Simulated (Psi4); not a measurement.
**One shape, several levels: SiNH5 (SMILES [SiH3]N)**

Aim: a comparison of 5 runs (HF/STO-3G, B3LYP/6-31G*, wB97X-V/def2-TZVP, MP3/def2-TZVP) of SiNH5. 

The results are computed with Psi4 1.11.

### Step 1. The system as given

SiNH5: 7 atoms, total charge 0, spin state singlet. SMILES: `[SiH3]N`. The N2–H6 distance was set to 1.813 Å, away from the relaxed value. At this shape a bond of the SMILES string is far longer than usual.

Bond lengths: Si1–N2 1.720 Å, Si1–H3 1.486 Å, Si1–H4 1.486 Å, Si1–H5 1.494 Å, N2–H7 1.007 Å. Angles: Si1–N2–H7 119.6°, N2–Si1–H3 107.9°, N2–Si1–H4 107.9°, N2–Si1–H5 116.0°, H3–Si1–H4 110.5°, H3–Si1–H5 107.3°, H4–Si1–H5 107.3°.

### Step 2. A single-point energy at HF/STO-3G (run 1)

Contents of job.py:

```python
import psi4

psi4.set_memory(2200000000)
psi4.set_num_threads(1)
psi4.set_output_file('output.dat', False)

molecule = psi4.geometry("""
0 1
Si    -0.236860    -1.004374    -0.756922
N      0.787910    -0.363004     0.466708
H      0.157830    -2.418004    -0.987902
H     -1.637020    -0.928764    -0.265632
H     -0.191780    -0.308944    -2.078542
H      0.391580     1.238230     1.219480
H      1.785250    -0.485164     0.395358
symmetry c1
""")

psi4.set_options({
    'basis': 'STO-3G',
    'puream': True,
    'e_convergence': 1e-09,
    'd_convergence': 1e-08,
    'scf_type': 'pk',
})

energy_value, wavefunction = psi4.energy("hf", return_wfn=True)
psi4.oeprop(wavefunction, "MULLIKEN_CHARGES", "MAYER_INDICES", "LOWDIN_CHARGES", title="HF")
print(f'total energy {energy_value:.8f} hartree = {energy_value * 27.211386:.5f} eV')
```

Command:

```bash
$ python job.py
```

output.dat:

```text
[...]
  Running in c1 symmetry.
[...]
  Nuclear repulsion =   62.354015031561552
[...]
  Multiplicity = 1
[...]
  Nalpha       = 13
  Nbeta        = 13
[...]
    Number of basis functions: 19
[...]
   @RHF iter   1:  -341.95627060671183   -2.04330e+00   1.38461e-02 DIIS/ADIIS
[...]
   @RHF iter  12:  -342.02238062895026   -5.68434e-14   1.75822e-09 DIIS
[...]
    Orbital Energies [Eh]
    ---------------------
    Doubly Occupied:
       1A    -68.003832     2A    -15.247579     3A     -5.981575
       4A     -4.007506     5A     -4.006988     6A     -4.006560
       7A     -1.004162     8A     -0.670377     9A     -0.501149
      10A     -0.438102    11A     -0.425274    12A     -0.331893
      13A     -0.283325
[...]
  @RHF Final Energy:  -342.02238062895026
   => Energetics <=
    Nuclear Repulsion Energy =             62.3540150315615520
    One-Electron Energy =                -598.9361496443269743
    Two-Electron Energy =                 194.5597539838151704
    Total Energy =                       -342.0223806289502591
[...]
 Multipole Moments:
 ------------------------------------------------------------------------------------
     Multipole            Electronic (a.u.)      Nuclear  (a.u.)        Total (a.u.)
 ------------------------------------------------------------------------------------
 L = 1.  Multiply by 2.5417464519 to convert [e a0] to [Debye]
 Dipole X            :          0.2170605           -0.0253135            0.1917470
 Dipole Y            :         -0.7563755            0.8721250            0.1157494
 Dipole Z            :         -0.3118856            0.0109606           -0.3009250
 Magnitude           :                                                    0.3751276
[...]
  Mulliken Charges: (a.u.)
   Center  Symbol    Alpha    Beta     Spin     Total
       1    SI     6.59239  6.59239  0.00000  0.81521
       2     N     3.74878  3.74878  0.00000 -0.49755
       3     H     0.57746  0.57746  0.00000 -0.15491
       4     H     0.57975  0.57975  0.00000 -0.15951
       5     H     0.58725  0.58725  0.00000 -0.17450
       6     H     0.48925  0.48925  0.00000  0.02150
       7     H     0.42512  0.42512  0.00000  0.14976
   Total alpha = 13.00000, Total beta = 13.00000, Total charge = -0.00000
  Lowdin Charges: (a.u.)
[...]
```

On the terminal:

```text
total energy -342.02238063 hartree = -9306.90302 eV
```

Run time: 1.8 s. Hardware: 1 thread of Intel Xeon Platinum 8488C (Sapphire Rapids), shared host; peak memory 0.18 GiB.

### Step 3. A single-point energy at B3LYP/6-31G(d) (spherical functions) (run 2)

Contents of calc.inp:

```
memory 2200 MB

molecule m {
  0 1
  Si    -0.236860    -1.004374    -0.756922
  N      0.787910    -0.363004     0.466708
  H      0.157830    -2.418004    -0.987902
  H     -1.637020    -0.928764    -0.265632
  H     -0.191780    -0.308944    -2.078542
  H      0.391580     1.238230     1.219480
  H      1.785250    -0.485164     0.395358
  units angstrom
  symmetry c1
  no_reorient
  no_com
}

set puream true
set e_convergence 1e-09
set d_convergence 1e-08
set scf_type pk
set dft_radial_points 99
set dft_spherical_points 590

e, wfn = energy("b3lyp/6-31G*", return_wfn=True)
oeprop(wfn, "QUADRUPOLE", "WIBERG_LOWDIN_INDICES", "MULLIKEN_CHARGES", title="B3LYP")
print_variables()
```

Command:

```bash
$ psi4 -n 1 calc.inp calc.out
```

calc.out:

```text
[...]
  Running in c1 symmetry.
[...]
  Nuclear repulsion =   62.354015031561552
[...]
  Multiplicity = 1
[...]
  Nalpha       = 13
  Nbeta        = 13
[...]
    Number of basis functions: 42
[...]
   @RKS iter   1:  -346.71275325107774   -1.61592e-01   1.98605e-02 DIIS/ADIIS
[...]
   @RKS iter  12:  -347.11965683040552   -1.19371e-12   9.74336e-09 DIIS
[...]
    Orbital Energies [Eh]
    ---------------------
    Doubly Occupied:
       1A    -66.119758     2A    -14.342994     3A     -5.280565
       4A     -3.639138     5A     -3.638304     6A     -3.637738
       7A     -0.811147     8A     -0.533832     9A     -0.426827
      10A     -0.364886    11A     -0.345725    12A     -0.324539
      13A     -0.248120
[...]
  @RKS Final Energy:  -347.11965683040552
   => Energetics <=
    Nuclear Repulsion Energy =             62.3540150315615520
    One-Electron Energy =                -602.4702593999548981
    Two-Electron Energy =                 216.8604081756334381
    DFT Exchange-Correlation Energy =     -23.8638206376455564
    Empirical Dispersion Energy =           0.0000000000000000
    VV10 Nonlocal Energy =                  0.0000000000000000
    Total Energy =                       -347.1196568304055177
[...]
 Multipole Moments:
 ------------------------------------------------------------------------------------
     Multipole            Electronic (a.u.)      Nuclear  (a.u.)        Total (a.u.)
 ------------------------------------------------------------------------------------
 L = 1.  Multiply by 2.5417464519 to convert [e a0] to [Debye]
 Dipole X            :         -4.7418086            5.1120682            0.3702596
 Dipole Y            :         37.1642506          -36.8589380            0.3053126
 Dipole Z            :         17.1170818          -17.0967113            0.0203705
 Magnitude           :                                                    0.4803363
 L = 2.  Multiply by 1.3450342976 to convert [e a0^2] to [Debye ang]
 Quadrupole XX       :        -54.7501000           40.0424543          -14.7076457
 Quadrupole XY       :         -7.9801726            7.6606162           -0.3195564
[...]
  Mulliken Charges: (a.u.)
   Center  Symbol    Alpha    Beta     Spin     Total
       1    SI     6.76226  6.76226  0.00000  0.47547
       2     N     3.84091  3.84091  0.00000 -0.68182
       3     H     0.53839  0.53839  0.00000 -0.07678
       4     H     0.54043  0.54043  0.00000 -0.08087
       5     H     0.55213  0.55213  0.00000 -0.10426
       6     H     0.43155  0.43155  0.00000  0.13690
       7     H     0.33433  0.33433  0.00000  0.33135
   Total alpha = 13.00000, Total beta = 13.00000, Total charge =  0.00000
  Wiberg Bond Indices using Orthogonal Lowdin Orbitals:
[...]
```

Run time: 8.4 s. Hardware: 1 thread of Intel Xeon Platinum 8488C (Sapphire Rapids), shared host; peak memory 0.68 GiB.

Run 3 isn't shown in full; the table further down has it.

### Step 4. The energy at wB97X-V/def2-TZVP (run 4)

Contents of h5nsi.xyz:

```xyz
7
H5NSi
Si    -0.236860    -1.004374    -0.756922
N      0.787910    -0.363004     0.466708
H      0.157830    -2.418004    -0.987902
H     -1.637020    -0.928764    -0.265632
H     -0.191780    -0.308944    -2.078542
H      0.391580     1.238230     1.219480
H      1.785250    -0.485164     0.395358
```

Contents of run.py:

```python
import numpy as np
from ase.calculators.psi4 import Psi4
from ase.io import read

mol = read('h5nsi.xyz')
calc = Psi4(atoms=mol, method='wb97x-v', basis='def2-TZVP', memory='2200MB', num_threads=1, charge=0, multiplicity=1, label='psi4-calc')
calc.psi4.set_options({'puream': True, 'e_convergence': 1e-09, 'd_convergence': 1e-08, 'scf_type': 'pk', 'dft_radial_points': 99, 'dft_spherical_points': 590})
mol.calc = calc

print(f'energy: {mol.get_potential_energy():.6f} eV')
```

Command:

```bash
$ python run.py
```

psi4-calc.dat:

```text
[...]
  Running in c1 symmetry.
[...]
  Nuclear repulsion =   62.354015031561552
[...]
  Multiplicity = 1
[...]
  Nalpha       = 13
  Nbeta        = 13
[...]
    Number of basis functions: 98
[...]
   @RKS iter   1:  -346.80582647139494   -4.75736e-01   7.54934e-03 ADIIS/DIIS
[...]
   @RKS iter  13:  -347.08435070169992   -5.28644e-12   2.68739e-09 DIIS
[...]
    Orbital Energies [Eh]
    ---------------------
    Doubly Occupied:
       1A    -66.131319     2A    -14.425238     3A     -5.381938
       4A     -3.732217     5A     -3.731489     6A     -3.731053
       7A     -0.942120     8A     -0.653192     9A     -0.537051
      10A     -0.470605    11A     -0.452567    12A     -0.423163
      13A     -0.358266
[...]
  @RKS Final Energy:  -347.08435070169992
   => Energetics <=
    Nuclear Repulsion Energy =             62.3540150315615520
    One-Electron Energy =                -602.5262746006026191
    Two-Electron Energy =                 214.3911438769688687
    DFT Exchange-Correlation Energy =     -21.4098326517236899
    Empirical Dispersion Energy =           0.0000000000000000
    VV10 Nonlocal Energy =                  0.1065976420960817
    Total Energy =                       -347.0843507016999183
[...]
 Multipole Moments:
 ------------------------------------------------------------------------------------
     Multipole            Electronic (a.u.)      Nuclear  (a.u.)        Total (a.u.)
 ------------------------------------------------------------------------------------
 L = 1.  Multiply by 2.5417464519 to convert [e a0] to [Debye]
 Dipole X            :          0.3497217           -0.0253135            0.3244081
 Dipole Y            :         -0.4774846            0.8721250            0.3946403
 Dipole Z            :          0.0835567            0.0109606            0.0945173
 Magnitude           :                                                    0.5195336
[...]
```

Standard output:

```text
energy: -9444.646250 eV
```

Wall time 2 min (1 thread of Intel Xeon Platinum 8488C (Sapphire Rapids), shared host); peak memory 0.99 GiB.

### Step 5. The energy at MP3/def2-TZVP (run 5)

Contents of job.in:

```
memory 2.2 GB

molecule {
  Si    -0.236860    -1.004374    -0.756922
  N      0.787910    -0.363004     0.466708
  H      0.157830    -2.418004    -0.987902
  H     -1.637020    -0.928764    -0.265632
  H     -0.191780    -0.308944    -2.078542
  H      0.391580     1.238230     1.219480
  H      1.785250    -0.485164     0.395358
  symmetry c1
  no_reorient
  no_com
}

set globals {
  basis           def2-TZVP
  reference       rhf
  puream          true
  e_convergence   1e-09
  d_convergence   1e-08
  scf_type        pk
  num_frozen_docc 6
  mp_type         conv
}

energy('mp3')
```

Command:

```bash
$ psi4 job.in job.out -n 1
```

job.out:

```text
[...]
  Running in c1 symmetry.
[...]
  Nuclear repulsion =   62.354015031561552
[...]
  Multiplicity = 1
[...]
  Nalpha       = 13
  Nbeta        = 13
[...]
    Number of basis functions: 98
[...]
   @RHF iter   1:  -345.99429684565325   -6.65747e-01   5.48424e-03 DIIS/ADIIS
[...]
   @RHF iter  13:  -346.17918810250001   -8.81073e-12   6.12653e-09 DIIS
[...]
    Orbital Energies [Eh]
    ---------------------
    Doubly Occupied:
       1A    -68.777226     2A    -15.586882     3A     -6.124688
       4A     -4.231492     5A     -4.231323     6A     -4.230936
       7A     -1.093443     8A     -0.715928     9A     -0.588444
      10A     -0.496300    11A     -0.492365    12A     -0.442227
      13A     -0.396169
[...]
  @RHF Final Energy:  -346.17918810250001
   => Energetics <=
    Nuclear Repulsion Energy =             62.3540150315615520
    One-Electron Energy =                -602.2515621736642970
    Two-Electron Energy =                 193.7183590396027739
    Total Energy =                       -346.1791881025000066
[...]
 Multipole Moments:
 ------------------------------------------------------------------------------------
     Multipole            Electronic (a.u.)      Nuclear  (a.u.)        Total (a.u.)
 ------------------------------------------------------------------------------------
 L = 1.  Multiply by 2.5417464519 to convert [e a0] to [Debye]
 Dipole X            :         -4.7795741            5.1120682            0.3324941
 Dipole Y            :         37.2164017          -36.8589380            0.3574637
 Dipole Z            :         17.1398706          -17.0967113            0.0431593
 Magnitude           :                                                    0.4900973
[...]
	SCS-MP2 Total Energy (a.u.)        :  -346.54750907572577
	SOS-MP2 Total Energy (a.u.)        :  -346.55289326951208
[...]
	SOS-PI-MP2 Total Energy (a.u.)     :  -346.58163982082073
[...]
	MP2 Total Energy (a.u.)            :  -346.53674068815292
[...]
	SCS-MP3 Total Energy (a.u.)        :  -346.55431637514789
[...]
	MP3 Total Energy (a.u.)            :  -346.56396988584152
[...]
```

It took 9.6 s on 1 thread of Intel Xeon Platinum 8488C (Sapphire Rapids), shared host; peak memory 0.97 GiB.

### Step 6. All runs side by side

| run | level | integration grid | task | energy (Eh) | dipole moment (D) | HOMO energy (eV) | LUMO energy (eV) | wall time |
| --- | --- | --- | --- | --- | --- | --- | --- | --- |
| 1 | HF/STO-3G | – | energy | -342.022381 | 0.95 | -7.71 | 5.43 | 1.8 s |
| 2 | B3LYP/6-31G* (spherical functions) | 99 radial × 590 angular | energy | -347.119657 | 1.22 | -6.75 | -3.09 | 8.4 s |
| 3 | B3LYP/6-31G* (Cartesian functions) | 99 radial × 590 angular | gradient | -347.122543 | 1.22 | -6.75 | -3.10 | 11 s |
| 4 | wB97X-V/def2-TZVP | 99 radial × 590 angular | energy | -347.084351 | 1.32 | -9.75 | -0.98 | 2 min |
| 5 | MP3/def2-TZVP | – | energy | -346.563970 | – | -10.78 | 0.46 | 9.6 s |

### Step 7. Outcome

```
                                          quantity          value
                               run 5: total energy  -346.56397 Eh
        run 5: HOMO energy (Hartree–Fock orbitals)      -10.78 eV
        run 5: LUMO energy (Hartree–Fock orbitals)        0.46 eV
      run 5: HOMO–LUMO gap (Hartree–Fock orbitals)       11.24 eV
run 5: correlation energy (6 core orbitals frozen)     -384.8 mEh
```

What this shows: Over runs 1, 2, 3, 4 the dipole moment (its size) runs from 0.95 D (HF/STO-3G) to 1.32 D (wB97X-V/def2-TZVP). The two ends differ in method and basis. Over runs 1, 2, 3, 4 the HOMO–LUMO gap runs from 3.66 eV (B3LYP/6-31G*) to 13.14 eV (HF/STO-3G). Totals of different functionals can't be ranked against each other. In run 1 the basis is minimal, so the values are rough. In runs 1, 2, 3, 4, 5 a closed-shell determinant meets a far-stretched bond, which it describes badly. All runs together took 2.5 min, the longest 2 min.
